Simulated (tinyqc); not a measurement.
Worked calculation: CCSD on RHF in the sto-3g basis, frozen core, for H2O, spin multiplicity 1. One step of it, computed by the program tinyqc.

Task: Iteration 1: building the Fock matrix. J_ij = sum D_kl (ij|kl), K_ij = sum D_kl (ik|jl); F = H + J - 0.5 K; E = tr D H + tr D J / 2 - 0.25 tr D K + E_nn.

D at the start, lower triangle:
```
            1O 1s      1O 2s    1O 2px     1O 2py     1O 2pz     2H 1s     3H 1s
1O 1s    2.135486
1O 2s   -0.615018   2.784700
1O 2px   0.000000   0.000000  2.000000
1O 2py  -0.004719   0.036814  0.000000   2.395152
1O 2pz  -0.062236   0.389958  0.000000   0.017567   2.221377
2H 1s    0.094431  -0.428677  0.000000  -0.412194  -0.283969  0.157719
3H 1s    0.085729  -0.384803  0.000000   0.381564  -0.260896  0.015000  0.135770
```

core Hamiltonian H = T + V (hartree), lower triangle:
```
             1O 1s      1O 2s     1O 2px     1O 2py     1O 2pz      2H 1s      3H 1s
1O 1s   -32.748525
1O 2s    -7.619340  -9.359554
1O 2px    0.000000   0.000000  -7.477806
1O 2py   -0.001179  -0.011063   0.000000  -7.633648
1O 2pz   -0.020885  -0.243262   0.000000  -0.006655  -7.585913
2H 1s    -1.946501  -4.034673   0.000000  -2.077328  -1.816312  -5.271868
3H 1s    -1.754288  -3.758123   0.000000   1.975938  -1.729421  -1.806695  -5.097900
```

Two-electron integrals (ij|kl) in chemists' order, unique and non-zero (hartree):
```
(11|11) 4.785065    (21|11) 0.741380    (21|21) 0.136873    (22|11) 1.118947
(22|21) 0.256633    (22|22) 0.817206    (31|31) 0.024477    (32|31) 0.037809
(32|32) 0.180518    (33|11) 1.115814    (33|21) 0.256684    (33|22) 0.817023
(33|33) 0.880159    (41|41) 0.024477    (42|41) 0.037809    (42|42) 0.180518
(43|43) 0.047444    (44|11) 1.115814    (44|21) 0.256684    (44|22) 0.817023
(44|33) 0.785270    (44|44) 0.880159    (51|51) 0.024477    (52|51) 0.037809
(52|52) 0.180518    (53|53) 0.047444    (54|54) 0.047444    (55|11) 1.115814
(55|21) 0.256684    (55|22) 0.817023    (55|33) 0.785270    (55|44) 0.785270
(55|55) 0.880159    (61|11) 0.191260    (61|21) 0.034981    (61|22) 0.065062
(61|33) 0.064941    (61|41) 0.001227    (61|42) 0.002285    (61|44) 0.065159
(61|51) 0.001022    (61|52) 0.001904    (61|54) 0.000182    (61|55) 0.065092
(61|61) 0.009054    (62|11) 0.435713    (62|21) 0.101054    (62|22) 0.352837
(62|33) 0.347107    (62|41) 0.005773    (62|42) 0.042909    (62|44) 0.357063
(62|51) 0.004810    (62|52) 0.035748    (62|54) 0.008294    (62|55) 0.354017
(62|61) 0.026265    (62|62) 0.183927    (63|31) 0.010926    (63|32) 0.062306
(63|43) 0.009061    (63|53) 0.007548    (63|63) 0.027170    (64|11) 0.231133
(64|21) 0.054335    (64|22) 0.202686    (64|33) 0.193358    (64|41) 0.013672
(64|42) 0.085890    (64|44) 0.217172    (64|51) 0.002287    (64|52) 0.019648
(64|54) 0.012291    (64|55) 0.197309    (64|61) 0.014787    (64|62) 0.128349
(64|64) 0.115791    (65|11) 0.192556    (65|21) 0.045266    (65|22) 0.168857
(65|33) 0.161086    (65|41) 0.002287    (65|42) 0.019648    (65|44) 0.165828
(65|51) 0.012832    (65|52) 0.078675    (65|54) 0.013011    (65|55) 0.179474
(65|61) 0.012319    (65|62) 0.106927    (65|64) 0.073829    (65|65) 0.088677
(66|11) 0.553917    (66|21) 0.130549    (66|22) 0.519648    (66|33) 0.498461
(66|41) 0.010233    (66|42) 0.102426    (66|44) 0.535617    (66|51) 0.008525
(66|52) 0.085331    (66|54) 0.030955    (66|55) 0.524249    (66|61) 0.034287
(66|62) 0.331147    (66|64) 0.264209    (66|65) 0.220111    (66|66) 0.774606
(71|11) 0.172112    (71|21) 0.031492    (71|22) 0.058618    (71|33) 0.058507
(71|41) -0.001113   (71|42) -0.002077   (71|44) 0.058708    (71|51) 0.000927
(71|52) 0.001729    (71|54) -0.000167   (71|55) 0.058646    (71|61) 0.008034
(71|62) 0.022973    (71|64) 0.011742    (71|65) 0.010784    (71|66) 0.029615
(71|71) 0.007340    (72|11) 0.404178    (72|21) 0.093797    (72|22) 0.328993
(72|33) 0.323529    (72|41) -0.005389   (72|42) -0.040566   (72|44) 0.333027
(72|51) 0.004487    (72|52) 0.033778    (72|54) -0.007908   (72|55) 0.330114
(72|61) 0.023666    (72|62) 0.143039    (72|64) 0.067894    (72|65) 0.081241
(72|66) 0.216680    (72|71) 0.021974    (72|72) 0.161768    (73|31) 0.009989
(73|32) 0.057509    (73|43) -0.008504   (73|53) 0.007081    (73|63) 0.020365
(73|73) 0.023501    (74|11) -0.218846   (74|21) -0.051462   (74|22) -0.192792
(74|33) -0.183976   (74|41) 0.012591    (74|42) 0.080136    (74|44) -0.206434
(74|51) -0.002167   (74|52) -0.018840   (74|54) 0.011619    (74|55) -0.187755
(74|61) -0.012370   (74|62) -0.069919   (74|64) -0.013181   (74|65) -0.038712
(74|66) -0.092027   (74|71) -0.012608   (74|72) -0.115146   (74|74) 0.104550
(75|11) 0.182223    (75|21) 0.042850    (75|22) 0.160529    (75|33) 0.153188
(75|41) -0.002167   (75|42) -0.018840   (75|44) 0.157726    (75|51) 0.011793
(75|52) 0.073197    (75|54) -0.012282   (75|55) 0.170496    (75|61) 0.011308
(75|62) 0.082313    (75|64) 0.038156    (75|65) 0.066404    (75|66) 0.137256
(75|71) 0.010498    (75|72) 0.095877    (75|74) -0.067486   (75|75) 0.079693
(76|11) 0.180311    (76|21) 0.042211    (76|22) 0.159922    (76|33) 0.156142
(76|41) -0.000042   (76|42) -0.000468   (76|44) 0.159074    (76|51) 0.003189
(76|52) 0.028120    (76|54) -0.000135   (76|55) 0.164379    (76|61) 0.010872
(76|62) 0.082953    (76|64) 0.049380    (76|65) 0.054317    (76|66) 0.153496
(76|71) 0.009803    (76|72) 0.078411    (76|74) -0.048168   (76|75) 0.052144
(76|76) 0.045491    (77|11) 0.532351    (77|21) 0.125551    (77|22) 0.503552
(77|33) 0.483041    (77|41) -0.009640   (77|42) -0.098856   (77|44) 0.519018
(77|51) 0.008027    (77|52) 0.082313    (77|54) -0.029957   (77|55) 0.507984
(77|61) 0.031614    (77|62) 0.225331    (77|64) 0.092770    (77|65) 0.140816
(77|66) 0.359425    (77|71) 0.029702    (77|72) 0.306770    (77|74) -0.249461
(77|75) 0.207714    (77|76) 0.153496    (77|77) 0.774606
```

nuclear repulsion = 9.43459932 hartree

Give: Coulomb J; exchange K; Fock matrix F; total energy of this density.

Result:

Coulomb J (hartree), lower triangle:
```
          1O 1s    1O 2s  1O 2px   1O 2py  1O 2pz   2H 1s   3H 1s
1O 1s   18.7893
1O 2s    3.5878   8.8832
1O 2px   0.0000   0.0000  8.8812
1O 2py   0.0003  -0.0008  0.0000   8.8719
1O 2pz   0.0048  -0.0079  0.0000  -0.0008  8.8733
2H 1s    0.9165   3.7188  0.0000   2.0889  1.7354  5.2395
3H 1s    0.8253   3.4637  0.0000  -1.9865  1.6489  1.6416  5.0703
```

exchange K (hartree), lower triangle:
```
         1O 1s    1O 2s  1O 2px   1O 2py  1O 2pz   2H 1s   3H 1s
1O 1s   9.8608
1O 2s   1.7257   2.8772
1O 2px  0.0000   0.0000  2.3800
1O 2py  0.0001  -0.0007  0.0000   2.3687
1O 2pz  0.0018  -0.0005  0.0000  -0.0015  2.3686
2H 1s   0.4611   1.0636  0.0000   0.4456  0.3694  0.5817
3H 1s   0.4161   0.9849  0.0000  -0.4223  0.3484  0.3488  0.5082
```

Fock matrix F (hartree), lower triangle:
```
           1O 1s    1O 2s  1O 2px   1O 2py   1O 2pz    2H 1s    3H 1s
1O 1s   -18.8896
1O 2s    -4.8944  -1.9149
1O 2px    0.0000   0.0000  0.2133
1O 2py   -0.0010  -0.0116  0.0000   0.0539
1O 2pz   -0.0170  -0.2509  0.0000  -0.0067   0.1031
2H 1s    -1.2605  -0.8477  0.0000  -0.2112  -0.2656  -0.3232
3H 1s    -1.1371  -0.7868  0.0000   0.2005  -0.2547  -0.3395  -0.2817
```

total energy of this density = -73.212580 hartree
